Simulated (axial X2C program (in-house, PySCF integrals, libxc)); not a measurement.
**A two-component session on ON: properties at the nuclei**

Aim: properties at the nuclei of ON, with spin–orbit coupling in the Hamiltonian from the start.

Computed with an in-house X2C program for linear molecules on PySCF integrals. Level: two-component X2C with atomic mean-field terms, O dyall-av3z, N dyall-av3z.

All values are calculated.

## Step 1: Set-up

task.json

```json
{
 "zs": [
  8,
  7
 ],
 "q": 0,
 "bas": [
  "dyall-av3z",
  "dyall-av3z"
 ],
 "r0": 1.17,
 "levels": [
  "PBE0",
  "HF",
  "LDA",
  "r2SCAN",
  "PBE"
 ],
 "nst": 3
}
```

Keys: zs atomic numbers; q charge; bas basis sets; r0 starting distance in Å; levels methods (HF also brings MP2); nst determinants followed.

Command:

```
$ python soeom.py task.json out
```

Further steps of the session: Expectation values, lowest determinant; Expectation values, a higher determinant.

What does the calculation give? Wanted: lowest determinant; Eeff magnitude; Ws magnitude O; A∥/gI O; qzz O; higher determinant (for each run or level that gives them).

As calculated:

| quantity | value |
| --- | --- |
| lowest determinant | Ω = 1/2 (excess of +ω over −ω: ω = 1/2) |
| Eeff magnitude (GV/cm), PBE0 | 0.000917 |
| Ws magnitude O (kHz), PBE0 | 9.23e-05 |
| A∥/gI O (MHz), PBE0 | 513 |
| qzz O (a.u.), PBE0 | 0.20 |
| higher determinant | Ω = 3/2 (excess of +ω over −ω: ω = 3/2) |
| Eeff magnitude (GV/cm), PBE0, higher determinant | 0.000893 |
| Ws magnitude O (kHz), PBE0, higher determinant | 3.91e-05 |
| A∥/gI O (MHz), PBE0, higher determinant | 137 |
| qzz O (a.u.), PBE0, higher determinant | 0.20 |

In the first state, the effective field runs from 0.000277 to 0.00305 GV/cm over the mean-field levels, so the levels don't agree on it. The expectation values come from single determinants, which for open shells can mix terms of unlike spin or miss the lowest Ω, so a determinant need not be a state. Eeff is the effective electric field on the electron dipole moment in this Ω state and Ws the scalar–pseudoscalar constant (defined with the proton number Z and per Ω); A∥ is the parallel hyperfine constant, which follows by multiplying with the nuclear g factor gI = μI/(I μN); qzz is the electric field gradient, eQq0 = 234.96 MHz × Q/barn × qzz; μ is positive if N is the positive end. The operators were transformed with the bare-nucleus X2C matrices. A second determinant lies within 0.1 eV of the first, so their order is not settled at this level.
